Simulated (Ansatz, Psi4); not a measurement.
## Worked example: vertical energy of the triplet above the singlet of HNO2 (nitrous acid)

HNO2: 4 atoms, total charge 0, spin state singlet. As SMILES, `O=NO`. The shape is that of a PBE0-D4/def2-TZVP optimisation.

Both states at this one shape; open shells run unrestricted unless said. 1 Eh = 27.2114 eV.

| level | program | singlet HNO2 (Eh) | triplet HNO2 (Eh) |
| --- | --- | --- | --- |
| BLYP/def2-TZVP | Psi4 | -205.782580 | -205.687103 |
| PBE/def2-TZVP | Psi4 | -205.598713 | -205.502897 |
| B3LYP/6-31G* (spherical functions) | Ansatz | -205.689353 | -205.599683 |

**Question.** Work out the vertical gap, second state less first, at each level.

**Answer.** 
1. BLYP/def2-TZVP: -205.687103 − (-205.782580) = 0.095477 Eh = 2.60 eV.
2. PBE/def2-TZVP: -205.502897 − (-205.598713) = 0.095816 Eh = 2.61 eV.
3. B3LYP/6-31G* (spherical functions): -205.599683 − (-205.689353) = 0.089670 Eh = 2.44 eV.

No measured value is set beside it here; the levels span 2.44 to 2.61 eV.
